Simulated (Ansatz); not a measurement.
hcp Ti

All values below come from PBE-D4 in Ansatz (PAW).

Run with plane-wave cutoff 500 eV, 30×30×16 k mesh (along the axes of the cell as run), Fermi–Dirac smearing 0.1 eV, no spin polarisation, scalar-relativistic PAW data made under PBE.

Cell (relaxed at this level):

```xyz
2
Lattice="1.4616 -2.5316 0.0000 1.4616 2.5316 0.0000 0.0000 0.0000 4.6285" Properties=species:S:1:pos:R:3 pbc="T T T"
Ti     1.4616     0.8439     1.1571
Ti     1.4616    -0.8439     3.4714
```

```
Item                                 Value
---------------------------  -------------
equilibrium volume per atom  17.13 Å³/atom
lattice constant a                 2.923 Å
lattice parameter c                4.629 Å
```

Measured, for comparison: lattice constant a 2.950 Å, lattice parameter c 4.683 Å (293 K, not corrected to a static lattice; as tabulated in Wikipedia's data pages). Computed (rounded) less measured: lattice constant a -0.9 %, lattice parameter c -1.2 %. A static lattice is as a rule a little smaller and stiffer than an uncorrected measurement, which narrows the difference in the lattice constant a, lattice parameter c and would widen misses of the other sign.

The computed numbers hold no vibrational or temperature effects.

The result took roughly 2.8 core-minutes.

Ansatz is a program for electronic structure.
